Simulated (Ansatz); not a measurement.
# F2+ (doublet): from a rough start to a minimum

Aim: relax F2+ (doublet) from a cheap starting geometry, then compute its harmonic vibrations to see whether it is a minimum and to get the zero-point energy and entropy, and look at its orbitals and charge.

Computed with Ansatz 0.2.0, Gaussian basis. Level: UKS PBE0-D4/def2-TZVP.

Levels to be run: relaxation at PBE0-D4/def2-TZVP; harmonic vibrations at the same level; a single point in def2-TZVPP for the fields.

## 1. Where the work starts

SMILES `F[F+]`, 2 atoms, charge 1, spin multiplicity 2.

Atoms are counted from 1 here; the program's logs count them from 0.

Bond lengths: F1–F2 1.293 Å.

Geometry (Å):

```xyz
2
F2
F    -0.5490    0.1996   -0.2773
F     0.5490   -0.1996    0.2773
```

The start is a GFN2-xTB geometry.

## 2. Relaxation at PBE0-D4/def2-TZVP

in.yaml reads:

```yaml
crystal:
  periodic: [false, false, false]
  atoms:
    - {symbol: F, position_ang: [-0.549030, 0.199630, -0.277330]}
    - {symbol: F, position_ang: [0.549030, -0.199630, 0.277330]}
basis:
  gaussian: {orbitals: def2-TZVP}
total_charge: 1
magnetization: {spin_polarized: true, initial_magnetization: 1}
hamiltonian: {xc: pbe0, dispersion: d4}
relax: {f_tol: 0.005, max_steps: 150}
```

Started as:

```
$ ansatz run in.yaml --threads 2 --pin off --events-out ev --progress --plain --max-ram 32768MiB --backend cpu
```

Further steps of the session: Harmonic vibrations; Fields at the relaxed geometry.

Q: Predict the results of all the runs planned. Wanted: point group; shift from the start; total energy; dispersion term; wavenumber; HOMO, LUMO.

As calculated:

| quantity | value |
| --- | --- |
| point group | D∞h |
| steps | 4 |
| shift from the start (rms) | 0.010 Å |
| total energy | -5410.7425 eV |
| dispersion term | -3 meV |
| wavenumber | 1304 cm⁻¹ |
| HOMO, LUMO (alpha spin) | -24.42, -14.31 eV |

In words: The relaxed geometry lies 0.010 Å (rms) from the start; F1–F2 went from 1.293 to 1.273 Å. No mode is imaginary: a true minimum at this level. The stiffest mode, 1304 cm⁻¹, is an F–F stretch. The largest Mulliken charge, +0.50 e, sits on F1. The alpha HOMO lies mostly on F1, F2 about 50 % each and the LUMO on F1, F2 about 50 % each. The unpaired spin sits mainly on F1, F2 about 50 % each.
